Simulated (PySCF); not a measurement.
Record of a relaxation.

C₄H₁₂NP.
Bonds: C1–N2, N2–C3, N2–P4, P4–C5, P4–C6. Hydrogens: H7, H8, H9 on C1; H10, H11, H12 on C3; H13, H14, H15 on C5; H16, H17, H18 on C6.

Method: PySCF, PBE0-D3(BJ)/def2-TZVP geometry optimisation, gas phase; density fitting, grid level 2; the optimiser is geomeTRIC in internal coordinates, started from a GFN2-xTB structure with every atom displaced at random (about 0.01 Å). The frame can shift and turn from step to step; on so coarse a grid that alone can change the energy by a few meV, and forces under 0.02 eV/Å are noise.

Step 0: E = -15114.7349 eV, largest atomic force 1.427 eV/Å
```
atom  x, y, z in Å  |  force x, y, z in eV/Å
C1     -1.818    0.612    0.202   -0.529   1.308   0.127
N2     -0.698   -0.163   -0.206    0.544  -0.579   0.204
C3     -1.152   -1.505   -0.545    1.241   0.117   0.696
P4      0.693   -0.092    0.909   -0.689   0.115  -0.622
C5      1.098    1.677    0.603   -0.789  -0.190   0.599
C6      1.921   -0.806   -0.244    0.036   0.071   0.377
H7     -2.513    0.706   -0.651    0.064  -0.045   0.266
H8     -1.505    1.648    0.462   -0.220  -0.578  -0.114
H9     -2.390    0.209    1.062    0.146  -0.030  -0.111
H10    -0.283   -2.118   -0.811   -0.259  -0.007  -0.136
H11    -1.822   -1.443   -1.379   -0.455  -0.049  -0.570
H12    -1.657   -1.996    0.295   -0.190  -0.121   0.095
H13     2.124    1.829    0.852    0.914   0.140   0.163
H14     0.914    1.942   -0.424   -0.031   0.085  -0.538
H15     0.515    2.330    1.257   -0.001  -0.052  -0.051
H16     1.727   -0.465   -1.252   -0.019   0.088  -0.340
H17     1.921   -1.887   -0.199    0.004  -0.287  -0.043
H18     2.898   -0.463    0.083    0.235   0.012   0.000
```

Step 1: E = -15114.8349 eV, largest atomic force 0.231 eV/Å
```
atom  x, y, z in Å  |  force x, y, z in eV/Å
C1     -1.833    0.640    0.221    0.157  -0.006  -0.021
N2     -0.720   -0.185   -0.218    0.068   0.124   0.132
C3     -1.148   -1.553   -0.429   -0.182   0.060  -0.130
P4      0.688   -0.063    0.827   -0.149  -0.075  -0.056
C5      1.094    1.704    0.553    0.076   0.030  -0.030
C6      1.933   -0.786   -0.312    0.004   0.029  -0.013
H7     -2.647    0.552   -0.501   -0.037  -0.025  -0.047
H8     -1.535    1.692    0.248   -0.050  -0.094   0.068
H9     -2.230    0.351    1.210    0.038   0.044  -0.030
H10    -0.310   -2.173   -0.742    0.031  -0.030  -0.012
H11    -1.889   -1.565   -1.242    0.078  -0.051   0.145
H12    -1.609   -2.014    0.461    0.034   0.016  -0.009
H13     2.145    1.858    0.818   -0.089  -0.031  -0.023
H14     0.937    1.984   -0.493    0.030   0.007   0.022
H15     0.500    2.348    1.201   -0.036   0.021   0.000
H16     1.761   -0.446   -1.337    0.024  -0.012   0.014
H17     1.921   -1.875   -0.276   -0.014   0.007  -0.011
H18     2.920   -0.458    0.021    0.018  -0.016   0.001
```

Step 2: E = -15114.8407 eV, largest atomic force 0.050 eV/Å
```
atom  x, y, z in Å  |  force x, y, z in eV/Å
C1     -1.831    0.638    0.223    0.004  -0.019  -0.046
N2     -0.720   -0.177   -0.228    0.029   0.019   0.004
C3     -1.151   -1.545   -0.433   -0.025  -0.022  -0.021
P4      0.680   -0.063    0.819   -0.016  -0.004  -0.010
C5      1.091    1.705    0.546    0.010   0.013   0.002
C6      1.936   -0.786   -0.309   -0.009   0.018   0.000
H7     -2.649    0.552   -0.498    0.001   0.003   0.007
H8     -1.543    1.689    0.267   -0.004   0.008   0.019
H9     -2.219    0.339    1.210   -0.005   0.005   0.014
H10    -0.315   -2.166   -0.758    0.001  -0.002  -0.009
H11    -1.905   -1.570   -1.226    0.005   0.009   0.031
H12    -1.590   -2.004    0.468    0.015  -0.010   0.013
H13     2.136    1.854    0.828   -0.009  -0.001   0.009
H14     0.956    1.984   -0.502    0.011  -0.003   0.002
H15     0.486    2.352    1.182   -0.007   0.001  -0.013
H16     1.783   -0.441   -1.335    0.012   0.001  -0.003
H17     1.913   -1.876   -0.280   -0.010  -0.004  -0.008
H18     2.922   -0.470    0.038   -0.002  -0.010   0.008
```

Step 3: E = -15114.8429 eV, largest atomic force 0.063 eV/Å
```
atom  x, y, z in Å  |  force x, y, z in eV/Å
C1     -1.835    0.635    0.223   -0.043   0.000  -0.009
N2     -0.722   -0.172   -0.236    0.000  -0.019  -0.037
C3     -1.150   -1.543   -0.435    0.036  -0.037   0.028
P4      0.673   -0.059    0.812    0.050   0.023   0.030
C5      1.094    1.708    0.541   -0.026  -0.009  -0.004
C6      1.935   -0.786   -0.307   -0.015   0.002   0.000
H7     -2.656    0.550   -0.495    0.011   0.008   0.010
H8     -1.553    1.687    0.279    0.014   0.022  -0.009
H9     -2.217    0.328    1.210   -0.009  -0.010   0.009
H10    -0.318   -2.160   -0.779   -0.012   0.013  -0.011
H11    -1.922   -1.573   -1.207   -0.029   0.016  -0.017
H12    -1.564   -2.005    0.476    0.008  -0.007   0.009
H13     2.133    1.854    0.844    0.017   0.005   0.018
H14     0.982    1.985   -0.510    0.003  -0.002  -0.007
H15     0.478    2.360    1.162   -0.001  -0.004  -0.010
H16     1.801   -0.433   -1.333    0.005   0.007  -0.004
H17     1.898   -1.876   -0.287   -0.004  -0.002  -0.006
H18     2.921   -0.486    0.055   -0.004  -0.006   0.008
```

Step 4: E = -15114.8448 eV, largest atomic force 0.081 eV/Å
```
atom  x, y, z in Å  |  force x, y, z in eV/Å
C1     -1.838    0.632    0.224   -0.048   0.019   0.024
N2     -0.724   -0.168   -0.243   -0.017  -0.049  -0.040
C3     -1.148   -1.543   -0.437    0.049  -0.014   0.042
P4      0.669   -0.054    0.807    0.063   0.034   0.039
C5      1.096    1.711    0.534   -0.026  -0.017  -0.009
C6      1.934   -0.786   -0.303   -0.013  -0.011  -0.004
H7     -2.661    0.551   -0.491    0.010   0.006   0.004
H8     -1.559    1.684    0.290    0.011   0.012  -0.021
H9     -2.217    0.317    1.212   -0.005  -0.012  -0.004
H10    -0.323   -2.150   -0.813   -0.011   0.014  -0.013
H11    -1.947   -1.571   -1.181   -0.034   0.009  -0.029
H12    -1.526   -2.013    0.486    0.001  -0.004   0.000
H13     2.126    1.859    0.864    0.020   0.011   0.017
H14     1.011    1.980   -0.522    0.000  -0.002  -0.006
H15     0.463    2.367    1.133    0.004  -0.004  -0.002
H16     1.822   -0.421   -1.328   -0.001   0.009   0.000
H17     1.881   -1.876   -0.296    0.000   0.001  -0.002
H18     2.919   -0.506    0.078   -0.001  -0.002   0.005
```

Step 5: E = -15114.8459 eV, largest atomic force 0.041 eV/Å
```
atom  x, y, z in Å  |  force x, y, z in eV/Å
C1     -1.842    0.630    0.228   -0.022   0.011   0.023
N2     -0.726   -0.166   -0.244   -0.010  -0.037  -0.010
C3     -1.145   -1.543   -0.438    0.033   0.012   0.020
P4      0.668   -0.048    0.807    0.025   0.020   0.021
C5      1.099    1.714    0.528   -0.013  -0.013  -0.011
C6      1.932   -0.787   -0.299   -0.003  -0.014  -0.003
H7     -2.665    0.551   -0.488    0.003   0.003  -0.001
H8     -1.564    1.682    0.297    0.006   0.005  -0.014
H9     -2.221    0.309    1.213    0.000  -0.006  -0.007
H10    -0.328   -2.139   -0.847   -0.006   0.005  -0.009
H11    -1.966   -1.568   -1.159   -0.017   0.001  -0.014
H12    -1.492   -2.025    0.490   -0.003  -0.002  -0.003
H13     2.122    1.866    0.878    0.008   0.006   0.006
H14     1.036    1.975   -0.532   -0.001   0.000  -0.002
H15     0.454    2.375    1.108    0.002  -0.001   0.003
H16     1.835   -0.412   -1.321   -0.003   0.006   0.002
H17     1.864   -1.876   -0.301    0.001   0.002   0.001
H18     2.917   -0.524    0.094    0.000   0.001   0.000
```

Step 6: E = -15114.8462 eV, largest atomic force under 0.02 eV/Å
```
atom  x, y, z in Å  |  force x, y, z in eV/Å
C1     -1.843    0.629    0.231   -0.002   0.002   0.005
N2     -0.726   -0.166   -0.241   -0.001  -0.017   0.007
C3     -1.142   -1.542   -0.440    0.006   0.017   0.000
P4      0.669   -0.046    0.810   -0.003   0.008   0.002
C5      1.099    1.715    0.524    0.003  -0.003  -0.004
C6      1.931   -0.789   -0.296    0.003  -0.007   0.000
H7     -2.665    0.552   -0.487    0.000   0.000  -0.002
H8     -1.565    1.681    0.301    0.000  -0.002  -0.003
H9     -2.224    0.307    1.215    0.001   0.000  -0.003
H10    -0.329   -2.132   -0.863   -0.001   0.000  -0.003
H11    -1.972   -1.564   -1.152   -0.003  -0.003  -0.001
H12    -1.479   -2.033    0.489   -0.001  -0.002  -0.001
H13     2.121    1.871    0.879    0.001   0.003   0.000
H14     1.041    1.971   -0.537   -0.002  -0.001   0.001
H15     0.450    2.378    1.098    0.001   0.000   0.002
H16     1.837   -0.411   -1.317   -0.002   0.002   0.001
H17     1.858   -1.877   -0.300    0.001   0.001   0.001
H18     2.916   -0.530    0.099    0.000   0.001  -0.002
```

Problem. Summarise the path.

Solution. The energy falls by 0.1113 eV from step 0 to step 6; nine tenths of that is first reached at step 2. It falls at every step. The largest force goes from 1.427 to under 0.02 eV/Å. Among the bonds N2–P4 changes most, from 1.784 to 1.751 Å; the atoms move by 0.133 Å rms after alignment.

Problem. Follow the three bonds and two angles with the largest change from start to end.

Solution. 
```json
{"step": "0", "E above end (eV)": "0.1113", "largest force (eV/Å)": "1.427", "N2–P4 (Å)": "1.784", "C1–N2 (Å)": "1.423", "C5–H13 (Å)": "1.066", "N2–P4–C5 (°)": "96.1", "C3–N2–P4 (°)": "115.2"}
{"step": "1", "E above end (eV)": "0.0113", "largest force (eV/Å)": "0.231", "N2–P4 (Å)": "1.758", "C1–N2 (Å)": "1.453", "C5–H13 (Å)": "1.095", "N2–P4–C5 (°)": "98.9", "C3–N2–P4 (°)": "112.9"}
{"step": "2", "E above end (eV)": "0.0055", "largest force (eV/Å)": "0.050", "N2–P4 (Å)": "1.751", "C1–N2 (Å)": "1.450", "C5–H13 (Å)": "1.093", "N2–P4–C5 (°)": "98.8", "C3–N2–P4 (°)": "112.6"}
{"step": "3", "E above end (eV)": "0.0032", "largest force (eV/Å)": "0.063", "N2–P4 (Å)": "1.749", "C1–N2 (Å)": "1.449", "C5–H13 (Å)": "1.092", "N2–P4–C5 (°)": "99.0", "C3–N2–P4 (°)": "112.3"}
{"step": "4", "E above end (eV)": "0.0013", "largest force (eV/Å)": "0.081", "N2–P4 (Å)": "1.748", "C1–N2 (Å)": "1.449", "C5–H13 (Å)": "1.092", "N2–P4–C5 (°)": "99.1", "C3–N2–P4 (°)": "112.0"}
{"step": "5", "E above end (eV)": "0.0003", "largest force (eV/Å)": "0.041", "N2–P4 (Å)": "1.750", "C1–N2 (Å)": "1.450", "C5–H13 (Å)": "1.092", "N2–P4–C5 (°)": "99.2", "C3–N2–P4 (°)": "112.0"}
{"step": "6", "E above end (eV)": "0.0000", "largest force (eV/Å)": "under 0.02", "N2–P4 (Å)": "1.751", "C1–N2 (Å)": "1.451", "C5–H13 (Å)": "1.092", "N2–P4–C5 (°)": "99.2", "C3–N2–P4 (°)": "112.1"}
```

The cost below is that of the whole optimisation. Hardware: an Intel Xeon at 2.50 GHz with 2 threads, shared host with 64 logical CPUs at a one-minute load of 59. Cost: 7.5 min wall, 14 min CPU, 1.6 GiB resident at most.
